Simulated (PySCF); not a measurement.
Breaking a bond: SMILES S. The S1–H3 bond (S1 also carries H; H3 carries nothing else) is pulled apart rigidly from the PBE0/def2-TZVP optimised geometry.

Calculation: CCSD(T) on UHF/cc-pVDZ, 5 core orbitals frozen (PySCF 2.14.0).

Task: Relative to R = 1.34 Å, what are the energies at R = 1.54, 2.69, 3.27, 4.73 Å?

Result: 7.9 kcal/mol at 1.54 Å, 83.7 kcal/mol at 2.69 Å, 87.9 kcal/mol at 3.27 Å, 88.5 kcal/mol at 4.73 Å.

The unrestricted determinant behind UCCSD(T) is spin-contaminated at 1.81 to 4.73 Å (<S²> up to 1.0, against 0.00 for a pure singlet).
